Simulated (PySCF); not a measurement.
**Dipole moment and polarisability of hydrogen cyanide**

Compound: hydrogen cyanide, HCN.
Structure used (GFN2-xTB), in Å, numbered top down from 1:
```xyz
3
HCN angstrom
C     -0.023   -0.002   -0.004
N      1.115    0.020   -0.011
H     -1.081   -0.021    0.002
```

Level: B3LYP/def2-SVPD (PySCF), static field, nuclei fixed, core orbitals frozen in the response. The polarisability tensor in these axes (au):

```
x   21.74  0.16 -0.05
y    0.16 13.30  0.00
z   -0.05  0.00 13.30
```

Q: What are the eigenvalues, a third of the trace, and Δα (Δα² = ½Σ(αi − αj)² over the three pairs)?

A: Principal values 13.30, 13.30 and 21.74 au; mean 16.11 au = 2.39 Å³ = 2.66 × 10⁻⁴⁰ C²·m²/J; Δα = 8.44 au (52 % of the mean).

Q: What is the dipole moment, and where does it point?

A: (-3.02, -0.06, 0.02) D, 3.02 D in size, pointing from the negative to the positive side. Measured along this direction, the outermost atoms are N2 at the negative end and H3 at the positive end.

Q: Orientational against electronic polarisability at 400 K (dilute gas, rigid molecules)?

A: In Gaussian units μ²/3kT = 55.14 Å³ against 2.39 Å³, a ratio of 23.09; the Debye molar polarisation (4π/3)N_A(α + μ²/3kT) is 145.1 cm³/mol, leaving out the vibrational part.

Q: What would n − 1 = 2πNα be for an ideal gas of these molecules at 500 K and 1 atm, electronic part alone?

A: N = p/kT = 1.4678 × 10¹⁹ cm⁻³, so n − 1 = 2π × N × 2.39 × 10⁻²⁴ cm³ = 220 × 10⁻⁶ at long wavelengths.

Q: Give the eigenvalues of the traceless quadrupole moment Θ = ½Σq(3rr − r²1), origin at the centre of nuclear charge.

A: -0.81, -0.81, 1.62 D·Å. The values depend on the origin, since the dipole doesn't vanish. The electronic extent ⟨r²⟩ about the same centre is 49 bohr², a root-mean-square distance of 0.99 Å for the 14 electrons.

Q: What depolarisation ratio follows for Rayleigh scattering of linearly polarised light, taking the static tensor?

A: ρ = 3Δα²/(45ᾱ² + 4Δα²) = 213.7/(11685 + 284.9) ≈ 0.0178.

Q: Form Σ f/ω² (atomic units) for the 8 lowest TDDFT singlets, given as eV and f, and set it beside the mean polarisability, which is this sum over all singlets: 8.04, 0.0000; 8.32, 0.0000; 8.32, 0.0000; 9.21, 0.0163; 9.21, 0.0163; 9.91, 0.0265; 9.91, 0.0265; 10.40, 0.0000.

A: They add up to 0.68 au, 4.2 % of the 16.11 au; the largest single term is 0.20 au, from the state at 9.91 eV. Terms in order: 0.00, 0.00, 0.00, 0.14, 0.14, 0.20, 0.20, 0.00 au. Higher excitations give the rest. The strengths listed sum to 0.086.

Geometry: GFN2-xTB; no solvent, vibrations or thermal averaging.
